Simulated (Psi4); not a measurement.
# CAM-B3LYP/aug-cc-pVDZ run of CH5FSi (SMILES [H][Si]([H])(C)F)

Aim: the vertical electron affinity of CH5FSi at CAM-B3LYP/aug-cc-pVDZ, from 2 runs. Input form: a QCSchema input.

Program for the calculation: Psi4 1.11.

4 further runs of the same task are left out: 3 that didn't finish, 1 set aside as unsound or not needed.

### 1 Starting point

The species is CH5FSi (8 atoms), meant as a singlet with charge 0. As SMILES, `[H][Si]([H])(C)F`. The shape is that of a GFN2-xTB optimisation.

Bond lengths: Si1–C4 1.890 Å, Si1–F8 1.613 Å, Si1–H2 1.456 Å, Si1–H3 1.456 Å, C4–H5 1.085 Å, C4–H6 1.087 Å, C4–H7 1.088 Å. Some angles: C4–Si1–F8 107.5°, Si1–C4–H5 111.5°, Si1–C4–H6 111.2°, Si1–C4–H7 111.2°, H2–Si1–C4 112.8°, H2–Si1–F8 104.4°, H3–Si1–C4 112.9°, H3–Si1–F8 104.4°, H5–C4–H6 107.7°, H5–C4–H7 107.6°.

### 2 Energy and forces at CAM-B3LYP/aug-cc-pVDZ

The input, input.json:

```json
{
 "schema_name": "qcschema_input",
 "schema_version": 1,
 "molecule": {
  "schema_name": "qcschema_molecule",
  "schema_version": 2,
  "symbols": ["Si", "H", "H", "C", "H", "H", "H", "F"],
  "geometry": [0.88775554, -1.2847681, 0.63880302, 0.77119723, -1.48543812, 3.38015312, 3.42771753, -1.52644517, -0.38883005, -0.8528145, 1.5697199, -0.61710896, -0.04021337, 3.31656384, 0.08630379, -2.83122547, 1.53585601, -0.06392943, -0.78703314, 1.6373721, -2.67035309, -0.57538381, -3.76284156, -0.36505729],
  "molecular_charge": 0,
  "molecular_multiplicity": 1,
  "fix_symmetry": "c1"
 },
 "driver": "gradient",
 "model": {
  "method": "cam-b3lyp",
  "basis": "aug-cc-pVDZ"
 },
 "keywords": {
  "reference": "rks",
  "puream": true,
  "e_convergence": 1e-09,
  "d_convergence": 1e-08,
  "scf_type": "pk",
  "dft_radial_points": 99,
  "dft_spherical_points": 590,
  "scf_properties": ["MULLIKEN_CHARGES", "LOWDIN_CHARGES", "DIPOLE"]
 }
}
```

The run is started by

```bash
$ psi4 --qcschema input.json -n 1 --memory 1600MB
```

stdout, shortened:

```text
[...]
  Running in c1 symmetry.
[...]
  Nuclear repulsion =  115.443279731096553
[...]
  Multiplicity = 1
[...]
  Nalpha       = 17
  Nbeta        = 17
[...]
    Number of basis functions: 118
[...]
   @RKS iter   1:  -430.24602565634973   -4.37851e-01   5.97704e-03 DIIS/ADIIS
[...]
   @RKS iter  10:  -430.47581520569958   -1.83036e-11   5.49251e-09 DIIS
[...]
    Orbital Energies [Eh]
    ---------------------
    Doubly Occupied:
       1A    -66.255891     2A    -24.760567     3A    -10.252012
       4A     -5.397850     5A     -3.759736     6A     -3.755507
       7A     -3.755260     8A     -1.258593     9A     -0.794172
      10A     -0.625501    11A     -0.521743    12A     -0.518406
      13A     -0.501458    14A     -0.477729    15A     -0.473082
      16A     -0.402531    17A     -0.390155
[...]
  @RKS Final Energy:  -430.47581520569958
   => Energetics <=
    Nuclear Repulsion Energy =            115.4432797310965526
    One-Electron Energy =                -824.1844796652228524
    Two-Electron Energy =                 307.1328605854860712
    DFT Exchange-Correlation Energy =     -28.8674758570594072
    Empirical Dispersion Energy =           0.0000000000000000
    VV10 Nonlocal Energy =                  0.0000000000000000
    Total Energy =                       -430.4758152056995755
[...]
 Multipole Moments:
 ------------------------------------------------------------------------------------
     Multipole            Electronic (a.u.)      Nuclear  (a.u.)        Total (a.u.)
 ------------------------------------------------------------------------------------
 L = 1.  Multiply by 2.5417464519 to convert [e a0] to [Debye]
 Dipole X            :         -0.2594466            0.4343309            0.1748843
 Dipole Y            :         -5.5020735            6.2377991            0.7357256
 Dipole Z            :         -0.1248450            0.2392457            0.1144007
 Magnitude           :                                                    0.7648295
[...]
  Mulliken Charges: (a.u.)
   Center  Symbol    Alpha    Beta     Spin     Total
       1    SI     6.89480  6.89480  0.00000  0.21040
       2     H     0.32984  0.32984  0.00000  0.34032
       3     H     0.33003  0.33003  0.00000  0.33995
       4     C     2.54005  2.54005  0.00000  0.91990
       5     H     0.71149  0.71149  0.00000 -0.42298
       6     H     0.68281  0.68281  0.00000 -0.36562
       7     H     0.68344  0.68344  0.00000 -0.36689
       8     F     4.82754  4.82754  0.00000 -0.65508
   Total alpha = 17.00000, Total beta = 17.00000, Total charge = -0.00000
[...]
  -Total Gradient:
     Atom            X                  Y                   Z
    ------   -----------------  -----------------  -----------------
       1        0.008103965460    -0.023219670681     0.005650056489
       2       -0.002727562975    -0.002224872185    -0.012761207457
       3       -0.013079487528    -0.002111941601     0.001713496700
       4       -0.006948761587     0.010160444884    -0.004161328009
       5       -0.004340438684    -0.007489937317    -0.003674306092
       6        0.006538590894     0.001605006168    -0.003360260230
       7       -0.001411384762     0.001217595694     0.006920577541
       8        0.013898490545     0.022100438026     0.009696055816
[...]
```

The result, in JSON:

```text
{
 "driver": "gradient",
 "model": {
  "method": "cam-b3lyp",
  "basis": "aug-cc-pVDZ"
 },
 "success": true,
 "return_result": [0.008103965460031295, -0.02321967068114722, 0.005650056488517463, -0.002727562974506296, -0.0022248721847056593, -0.012761207457393176, -0.013079487527994343, -0.002111941601211061, 0.0017134967000261014, -0.006948761586589802, 0.010160444883811709, -0.004161328008503294, -0.004340438684242099, -0.007489937317001996, -0.0036743060920824792, 0.006538590894229368, 0.0016050061684592665, -0.0033602602300297733, -0.0014113847616694394, 0.0012175956943296026, 0.006920577540742517, 0.013898490545193876, 0.02210043802597722, 0.009696055815612593],
 "properties": {
  "calcinfo_nbasis": 118,
  "calcinfo_nmo": 118,
  "calcinfo_nalpha": 17,
  "calcinfo_nbeta": 17,
  "calcinfo_natom": 8,
  "nuclear_repulsion_energy": 115.44327973109655,
  "return_energy": -430.4758152056996,
  "return_gradient": [0.008103965460031295, -0.02321967068114722, 0.005650056488517463, -0.002727562974506296, -0.0022248721847056593, -0.012761207457393176, -0.013079487527994343, -0.002111941601211061, 0.0017134967000261014, -0.006948761586589802, 0.010160444883811709, -0.004161328008503294, -0.004340438684242099, -0.007489937317001996, -0.0036743060920824792, 0.006538590894229368, 0.0016050061684592665, -0.0033602602300297733, -0.0014113847616694394, 0.0012175956943296026, 0.006920577540742517, 0.013898490545193876, 0.02210043802597722, 0.009696055815612593],
  "scf_one_electron_energy": -824.1844796652229,
  "scf_two_electron_energy": 307.13286058548607,
  "scf_xc_energy": -28.867475857059407,
  "scf_dipole_moment": [0.1748843108034821, 0.7357255956786632, 0.11440067098913431],
  "scf_total_energy": -430.4758152056996,
  "scf_total_gradient": [0.008103965460031295, -0.02321967068114722, 0.005650056488517463, -0.002727562974506296, -0.0022248721847056593, -0.012761207457393176, -0.013079487527994343, -0.002111941601211061, 0.0017134967000261014, -0.006948761586589802, 0.010160444883811709, -0.004161328008503294, -0.004340438684242099, -0.007489937317001996, -0.0036743060920824792, 0.006538590894229368, 0.0016050061684592665, -0.0033602602300297733, -0.0014113847616694394, 0.0012175956943296026, 0.006920577540742517, 0.013898490545193876, 0.02210043802597722, 0.009696055815612593],
  "scf_iterations": 10
 }
}
```

Wall time 3.6 min (1 thread of Intel Xeon at 2.50GHz (Skylake/Cascade Lake), shared host); peak memory 0.98 GiB.

### 3 The doublet anion at the same level

The input, job.json:

```json
{
 "schema_name": "qcschema_input",
 "schema_version": 1,
 "molecule": {
  "schema_name": "qcschema_molecule",
  "schema_version": 2,
  "symbols": ["Si", "H", "H", "C", "H", "H", "H", "F"],
  "geometry": [0.88775554, -1.2847681, 0.63880302, 0.77119723, -1.48543812, 3.38015312, 3.42771753, -1.52644517, -0.38883005, -0.8528145, 1.5697199, -0.61710896, -0.04021337, 3.31656384, 0.08630379, -2.83122547, 1.53585601, -0.06392943, -0.78703314, 1.6373721, -2.67035309, -0.57538381, -3.76284156, -0.36505729],
  "molecular_charge": -1,
  "molecular_multiplicity": 2,
  "fix_symmetry": "c1",
  "fix_com": true,
  "fix_orientation": true
 },
 "driver": "gradient",
 "model": {
  "method": "cam-b3lyp",
  "basis": "aug-cc-pVDZ"
 },
 "keywords": {
  "reference": "uks",
  "puream": true,
  "e_convergence": 1e-09,
  "d_convergence": 1e-08,
  "scf_type": "pk",
  "dft_radial_points": 99,
  "dft_spherical_points": 590,
  "maxiter": 200
 }
}
```

The run is started by

```bash
$ psi4 --qcschema job.json -n 1 --memory 1600MB
```

stdout, shortened:

```text
[...]
  Running in c1 symmetry.
[...]
  Nuclear repulsion =  115.443279731096553
[...]
  Multiplicity = 2
[...]
  Nalpha       = 18
  Nbeta        = 17
[...]
    Number of basis functions: 118
[...]
   @UKS iter   1:  -430.07147019840625   -2.63296e-01   6.72866e-03 DIIS/ADIIS
[...]
   @UKS iter  20:  -430.45094477038828   -1.91562e-11   3.98385e-09 DIIS
[...]
   @S^2 Observed:                7.500947288E-01
[...]
  @UKS Final Energy:  -430.45094477038828
   => Energetics <=
    Nuclear Repulsion Energy =            115.4432797310965526
    One-Electron Energy =                -828.4706046716427181
    Two-Electron Energy =                 311.4815101605706786
    DFT Exchange-Correlation Energy =     -28.9051299904128243
    Empirical Dispersion Energy =           0.0000000000000000
    VV10 Nonlocal Energy =                  0.0000000000000000
    Total Energy =                       -430.4509447703882756
[...]
 Multipole Moments:
 ------------------------------------------------------------------------------------
     Multipole            Electronic (a.u.)      Nuclear  (a.u.)        Total (a.u.)
 ------------------------------------------------------------------------------------
 L = 1.  Multiply by 2.5417464519 to convert [e a0] to [Debye]
 Dipole X            :         -2.2086259            2.6736791            0.4650532
 Dipole Y            :         36.8242054          -38.9560994           -2.1318940
 Dipole Z            :         -1.9809607            2.2984172            0.3174566
 Magnitude           :                                                    2.2050000
[...]
  -Total Gradient:
     Atom            X                  Y                   Z
    ------   -----------------  -----------------  -----------------
       1        0.009236674424    -0.034902129845     0.006480589080
       2       -0.003651513986    -0.000335979211    -0.013129683142
       3       -0.013747536352    -0.000263309977     0.000957577586
       4       -0.009132459367     0.014375546058    -0.005792168810
       5       -0.004409416497    -0.008808024288    -0.003682305297
       6        0.008044933128     0.000817017745    -0.004146622727
       7       -0.001803361118     0.000337727647     0.008555395948
       8        0.015496283214     0.028814423444     0.010780405236
[...]
```

The result, in JSON:

```text
{
 "driver": "gradient",
 "model": {
  "method": "cam-b3lyp",
  "basis": "aug-cc-pVDZ"
 },
 "success": true,
 "return_result": [0.009236674423839533, -0.03490212984462801, 0.006480589080064061, -0.0036515139864671774, -0.00033597921105117407, -0.013129683142259985, -0.013747536352229278, -0.0002633099769027078, 0.0009575775857391597, -0.0091324593670261, 0.014375546058003362, -0.005792168809697212, -0.004409416497241126, -0.008808024287579139, -0.003682305296761841, 0.008044933127731843, 0.0008170177449995375, -0.004146622726561702, -0.0018033611178493538, 0.00033772764741992964, 0.008555395948139824, 0.015496283214030251, 0.02881442344406296, 0.010780405236392718],
 "properties": {
  "calcinfo_nbasis": 118,
  "calcinfo_nmo": 118,
  "calcinfo_nalpha": 18,
  "calcinfo_nbeta": 17,
  "calcinfo_natom": 8,
  "nuclear_repulsion_energy": 115.44327973109655,
  "return_energy": -430.4509447703883,
  "return_gradient": [0.009236674423839533, -0.03490212984462801, 0.006480589080064061, -0.0036515139864671774, -0.00033597921105117407, -0.013129683142259985, -0.013747536352229278, -0.0002633099769027078, 0.0009575775857391597, -0.0091324593670261, 0.014375546058003362, -0.005792168809697212, -0.004409416497241126, -0.008808024287579139, -0.003682305296761841, 0.008044933127731843, 0.0008170177449995375, -0.004146622726561702, -0.0018033611178493538, 0.00033772764741992964, 0.008555395948139824, 0.015496283214030251, 0.02881442344406296, 0.010780405236392718],
  "scf_one_electron_energy": -828.4706046716427,
  "scf_two_electron_energy": 311.4815101605707,
  "scf_xc_energy": -28.905129990412824,
  "scf_dipole_moment": [0.46505318031668264, -2.131893964155182, 0.31745656881800977],
  "scf_total_energy": -430.4509447703883,
  "scf_total_gradient": [0.009236674423839533, -0.03490212984462801, 0.006480589080064061, -0.0036515139864671774, -0.00033597921105117407, -0.013129683142259985, -0.013747536352229278, -0.0002633099769027078, 0.0009575775857391597, -0.0091324593670261, 0.014375546058003362, -0.005792168809697212, -0.004409416497241126, -0.008808024287579139, -0.003682305296761841, 0.008044933127731843, 0.0008170177449995375, -0.004146622726561702, -0.0018033611178493538, 0.00033772764741992964, 0.008555395948139824, 0.015496283214030251, 0.02881442344406296, 0.010780405236392718],
  "scf_iterations": 20
 }
}
```

It took 5.9 min on 1 thread of Intel Xeon at 2.50GHz (Skylake/Cascade Lake), shared host; peak memory 0.98 GiB.

### 4 Outcome

At CAM-B3LYP/aug-cc-pVDZ:

| quantity | value |
| --- | --- |
| singlet CH5FSi: total energy | -430.47582 Eh |
| singlet CH5FSi: dipole moment | 1.94 D |
| singlet CH5FSi: HOMO energy | -10.62 eV |
| singlet CH5FSi: LUMO energy | 0.32 eV |
| singlet CH5FSi: HOMO–LUMO gap | 10.94 eV |
| singlet CH5FSi: largest force on an atom | 1.432 eV/Å |
| doublet anion: total energy | -430.45094 Eh |
| doublet anion: HOMO energy (highest over α and β) | 1.11 eV |
| doublet anion: LUMO energy (lowest over α and β) | 2.75 eV |
| doublet anion: ⟨S²⟩ | 0.750 |
| doublet anion: largest force on an atom | 1.886 eV/Å |
| vertical electron affinity (to the doublet anion) | -0.677 eV |

The anion lies 0.68 eV (15.6 kcal/mol) above the neutral: the electron isn't bound at this level, and such a value depends on the basis. The largest force (singlet CH5FSi) is 1.43 eV/Å: the shape isn't a stationary point for this species at this level. Mulliken charges (singlet CH5FSi) run from -0.66 on F8 to +0.92 on C4; in a basis this large or diffuse they mean little. The HOMO (doublet anion) lies at positive energy, 1.11 eV; only total energies tell whether the electron is bound.
